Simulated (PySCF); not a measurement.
Compound: SiF2 (triplet state).
SMILES with atom numbers: `[F:1][Si:2][F:3]`

Level of theory: UKS B3LYP, IGLO-III on F Si, non-relativistic, mean-field spin-orbit, GIAO in PySCF 2.14.0. Geometry: PBE0-D3(BJ)/def2-SVP; no solvent, vibrations or thermal averaging. This triplet need not be the ground state; the singlet was not compared here.

(1) Break the g tensor into its mass correction, gauge correction and orbital-Zeeman/spin–orbit terms.

(2) At 9.535 GHz, how far is the centre of the isotropic spectrum from where a free electron (g = 2.002319) resonates, zero-field splitting left aside?

(3) Average each term over the three axes. Which is largest in size?

Results:

(1) 
| Δg (ppm) | 1 | 2 | 3 |
| --- | --- | --- | --- |
| relativistic mass correction | -202 | -202 | -202 |
| gauge correction | 55 | 33 | 48 |
| orbital Zeeman/spin–orbit | -3817 | -2244 | -558 |
| total | -3963 | -2413 | -712 |

So g = 1.99836, 1.99991, 2.00161 and g_iso = 1.99996; the tensor is rhombic: the two nearest values differ by 48 % of g3 − g1. Axes: g3 is normal to the molecular plane.

(2) B = hν/(g μB) with μB/h = 13.99624 MHz/mT gives 340.23 mT for the free electron and 340.63 mT at g_iso, 0.40 mT higher.

(3) The orbital-Zeeman/spin–orbit term -2206, the mass correction -202 and the gauge correction 45 ppm, for a total of -2363 ppm. The orbital-Zeeman/spin–orbit term is the largest in size. The mass correction is the same along every axis, so the anisotropy comes from the other two: their spans along these axes are 22 (gauge) and 3258 ppm (orbital Zeeman/spin–orbit).

The largest Mulliken spin population is on Si2 (+1.88).

The HOMO–LUMO gaps are 4.73 eV among the α and 6.72 eV among the β orbitals.

Hardware: one thread, x86-64 server (shared host). Cost: 8.7 s of wall time.
